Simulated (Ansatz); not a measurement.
**What a trial cell of ZnCl relaxes into**

Level of theory: DFT PBE, scalar-relativistic, plane waves, PAW in Ansatz 0.2.0. Cutoff 420 eV, Γ-centred k mesh, Gaussian smearing, no spin polarisation in the final step.

ZnCl was placed on the zinc blende structure type (F-43m, No. 216), with Cl in place of S, at a guessed volume.

```
CELL_PARAMETERS angstrom
0.00000 2.81572 2.81572
2.81572 0.00000 2.81572
2.81572 2.81572 0.00000
ATOMIC_POSITIONS crystal
Zn 0.00000 0.00000 0.00000
Cl 0.75000 0.75000 0.75000
```

Cell and atoms relax at zero pressure; the relaxation can't lower the symmetry of the start. After a coarse first stage the cell is made exact in the group found at 0.06 Å.

Formation energies are uncorrected and refer to the elements' standard structures at the same level (Cl₂ as a molecule).

(1) Describe the relaxed structure.

(2) What are its volume, energy, density and gap?

## Answers

(1) It keeps F-43m (No. 216). The result has the zinc blende structure. Conventional cell: a = 6.167 Å. Zn is coordinated by 4 Cl at 2.67 Å; around Cl lie 4 Zn at 2.67 Å.

```xyz
2
Lattice="0.0000 3.0833 3.0833 3.0833 0.0000 3.0833 3.0833 3.0833 0.0000" Properties=species:S:1:pos:R:3 pbc="T T T"
Zn    0.0000    0.0000    0.0000
Cl    4.6249    4.6249    4.6249
```

(2) The volume per atom is 29.31 Å³. The density is 2.86 g/cm³, the energy over the elements is -0.23 eV/atom and the gap on the 16×16×16 mesh is 0 eV (a metal).

The final run used a 16×16×16 mesh on its 2-atom cell and 0.10 eV smearing. The k mesh leaves about 4 meV/atom of noise in metals. Symmetry constrained the relaxation, so the result can be a saddle point.

Cost: 3 runs of about 1.1 core-minutes in all, on Arm Neoverse V1 (shared hosts).